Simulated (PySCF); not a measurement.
The scaffold NC-X carries different groups X. All species are isolated molecules in the gas phase. Strings in code marks are SMILES.

The numbers are results of PySCF with B3LYP-D3(BJ)/def2-TZVP, not measurements. B3LYP has the VWN-RPA correlation part, as in Gaussian. Delta-SCF ions had no search for a lower state. Excitations are Tamm–Dancoff values on a coarser integration grid. The basis has no diffuse functions, so Rydberg states are missing or too high.

A: X = ethyl (`C(#N)CC`)
B: X = isocyano
C: X = methyl
D: X = methoxy (`COC#N`)
E: X = formyl (`N#CC=O`)
F: X = thioformyl (`N#CC=S`)

Pick the species with the lowest S1 excitation (TDA).

F (1.95 eV); next is E (3.79 eV).
